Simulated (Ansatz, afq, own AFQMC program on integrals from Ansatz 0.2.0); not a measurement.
Two steps: Ansatz 0.2.0 writes the Fock matrix and Cholesky factors of the valence space, and afq projects on them the lowest state that overlaps trial and start.

```yaml
crystal:
  periodic: [false, false, false]
  atoms:
    - {symbol: Al, position_ang: [0.000000, -0.104009, 0.648758]}
    - {symbol: N, position_ang: [0.000000, 0.087527, -1.114734]}
    - {symbol: H, position_ang: [0.000000, 1.256470, 1.498750]}
    - {symbol: H, position_ang: [0.000000, 0.977077, -1.591329]}
    - {symbol: H, position_ang: [0.000000, -0.665655, -1.783277]}
basis:
  gaussian: {orbitals: cc-pVDZ}
magnetization: {spin_polarized: true, initial_magnetization: 3}
correlation: {method: ccsd_t, electrons: outside_noble_gas, hamiltonian_folder: ham}
```

```sh
$ ansatz run in.yaml --threads 1 --pin off --events-out ev --progress --plain --max-ram 16896MiB --backend cuda --devices 0, --max-vram 18GiB
```

afq runs on the folder ham with

```
--method phaseless --trial hf --walkers 4000 --populations 20 --least-time 40 --time-step 0.005 --steps-per-block 20 --equilibration-blocks 112 --max-blocks 4000 --target-error 0.001 --factor-cut 1e-05 --start spin_pure --seed 7293 --taylor-order 6
```

Times are imaginary, in 1/Eh. The walk had a cap of 52 s. With eight or more populations the least sampling time is a fifth of least-time, and the error comes from their spread.

Log:

```
orbitals 41  electrons 7 4  factors 319 of 445
reference energy -297.97119726 Eh
CCSD correlation -0.21323927 Eh in 11 cycles, weight of the determinant in the CISD state 0.9087
energy of the start -297.971450 Eh
 block  time / (1/Eh)  mean weight  energy / Eh
     1     0.100  1.0013  -298.025467
     2     0.200  1.0012  -298.062671
     3     0.300  1.0014  -298.090647
     4     0.400  1.0013  -298.111855
     5     0.500  1.0009  -298.126106
     8     0.800  1.0007  -298.152003
    13     1.300  1.0002  -298.171846
    25     2.500  1.0004  -298.184294
    37     3.700  0.9999  -298.183395
    49     4.900  0.9998  -298.184092
    61     6.100  1.0002  -298.188755
    73     7.300  1.0000  -298.187080
    85     8.500  0.9999  -298.189887
    97     9.700  1.0003  -298.187649
   109    10.900  1.0001  -298.187086
   121    12.100  0.9998  -298.187571
   133    13.300  0.9999  -298.190359
   145    14.500  1.0003  -298.189590
   157    15.700  1.0005  -298.194321
   169    16.900  1.0002  -298.184505
   181    18.100  1.0002  -298.190169
   189    18.900  1.0001  -298.187763
error from the spread of 20 populations
energy -298.189254 +/- 0.000801 Eh
(rows thinned)
```

The run passed its tests (sampling time, drift between the halves within three errors, error under three times the target), which doesn't prove that it has relaxed.

Against this walk (error 21.8 meV) on the same determinant: CCSD(T) 21.7 meV higher (within the noise), CCSDT(Q) 5.6 meV lower (within the noise), a separate phaseless walk with a CISD trial and standard settings 0.0 ± 21.9 meV lower (within the noise). The error is statistical and leaves out the bias of the constraint.

Cautions: constraint bias not in the error; another spin lies lower (by 4.75 eV).

The walk took 20 s on 1 × NVIDIA H100 80GB HBM3 with 2 threads of AMD EPYC 7R13 Processor (Zen 3) (shared host) (the card was shared). The log's last line is the phaseless energy.

CCSDT and higher add their correlation energy to the determinant of the CCSD(T) run, since their own runs factorise the integrals more tightly (a shift of under 2 meV). A walk keeps the symmetry of its determinant, which the program's search chose and which needn't be the lowest solution, so a lower state of the same spin and another symmetry isn't excluded.
